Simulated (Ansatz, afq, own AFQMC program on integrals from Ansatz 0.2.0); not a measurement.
**GeHO, quartet in cc-pVDZ, levels against CCSDT(Q)**

```xyz
3

Ge    0.0000   -0.0375    0.3220
O     0.0000    0.0862   -1.5290
H     0.0000    1.3375    1.0643
```

Connectivity, by distances: GeH–O.

Basis cc-pVDZ. Only valence electrons are correlated. Ansatz 0.2.0 and our own AFQMC program on the same integrals; the CISD trial comes from CCSD amplitudes, and released means the phaseless constraint is let go. Free projection: walkers drawn from exp(T), propagated without any constraint. Its projection time is finite, and what remains of the start isn't in its error. Uncertainties: one standard error, sampling alone. No spin–orbit coupling.

Determinant: UHF, the one that the program's search chose, which needn't be the lowest solution. The geometry is a point of a scan.

No full CI on the walks' own integrals is used here; CCSDT(Q) serves as the reference and is uncertain by about the last step of the cluster series.

Cautions: no relativity below Rb; no spin-orbit coupling; inner d shell frozen; lower spins were not checked.

```
T1 diagnostic                               : 0.0238
weight of the determinant in the CISD state : 0.901
⟨S²⟩ of the determinant                     : 3.769
size of the correlated space                : 11 electrons in 31 orbitals
```

| level | correlation energy (eV) |
| --- | --- |
| MP2 | -5.4257 |
| CCSD | -6.1504 |
| CCSD(T) | -6.2942 |

**Question.** Estimate where free-projection AFQMC lies against CCSD(T) on the same integrals.

**Answer.** 2.9 ± 1.2 kJ/mol below CCSD(T).

Reference: CCSDT(Q), correlation energy -6.340 eV. The released energy is read at 2.40 1/Eh (meV from the phaseless value at times in 1/Eh: -3 ± 14 at 0.24, -3 ± 10 at 0.51, -7 ± 15 at 0.99, -20 ± 14 at 1.62, -3 ± 17 at 2.40).

| level | E − E(reference) (kJ/mol) | share of correlation (%) |
| --- | --- | --- |
| CCSD(T) | 4.4 | 99.28 |
| CCSDT | 1.5 | 99.75 |
| ph-AFQMC/HF | 4.1 ± 6.7 | 99.33 |
| ph-AFQMC/CISD | 1.3 ± 1.0 | 99.79 |
| released AFQMC | 1.0 ± 1.7 | 99.84 |
| free AFQMC | 1.5 ± 1.2 | 99.76 |

Free projections are given only where their last times agree within the noise and don't stop above the reference; a slow remainder of the start can still hide under it. A walk keeps the symmetry of its determinant, which the program's search chose and which needn't be the lowest solution, so a lower state of the same spin and another symmetry isn't excluded. Released energies are given only where the last usable release times agree within the noise; a slower fall can still hide under it.
